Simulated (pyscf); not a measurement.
H₃Si–AsH–AsH₂ -> H₂As–AsH₂ + SiH₂ [singlet] (1,1-elimination; singlet surface; As–Si, H–Si broken, As–H formed). Optimised with ωB97X-D3(BJ)/def2-SVP in PySCF. Energies in kJ/mol from the reactant's lowest minimum found.

```json
[
 {"level": "ωB97X-D3(BJ)/def2-TZVP", "barrier": "?", "reaction energy": "+301.6"},
 {"level": "PBE/def2-TZVP", "barrier": "?", "reaction energy": "?"},
 {"level": "r²SCAN/def2-TZVP", "barrier": "228.4", "reaction energy": "+289.5"},
 {"level": "B3LYP-D3(BJ)/def2-TZVP", "barrier": "234.0", "reaction energy": "+267.6"},
 {"level": "M06-2X/def2-TZVP", "barrier": "232.3", "reaction energy": "+268.9"},
 {"level": "ωB97M-D3(BJ)/def2-TZVP", "barrier": "237.1", "reaction energy": "+261.0"}
]
```

Task: Fill in the missing entries.

Result: 
- ωB97X-D3(BJ)/def2-TZVP, barrier: 253.8
- PBE/def2-TZVP, barrier: 208.4
- PBE/def2-TZVP, reaction energy: +269.1

On the product side the descent ends in an adduct with a As–Si contact, 57.9 kJ/mol under the separated species and 10.1 kJ/mol under the saddle at ωB97X-D3(BJ)/def2-TZVP. At ωB97X-D3(BJ)/def2-TZVP, PBE, r²SCAN, B3LYP-D3(BJ), M06-2X, ωB97M-D3(BJ) the saddle lies under the separated products, which points to a path from their complex (located at ωB97X-D3(BJ) alone), and parting the products costs more than the saddle. What is counted as broken (As–Si) persists as a longer contact in the product adduct; parting that adduct is a step of its own. The same reactants have a lower exit, to H₃Si–AsH• + AsH₂• (no saddle counted: cutting one bond costs +209.7 kJ/mol at ωB97M-D3(BJ)/def2-TZVP, against +237.1 kJ/mol here). One saddle was located; it need not be the lowest between these sides. Elements up to Kr have no core potential and no relativistic terms here.
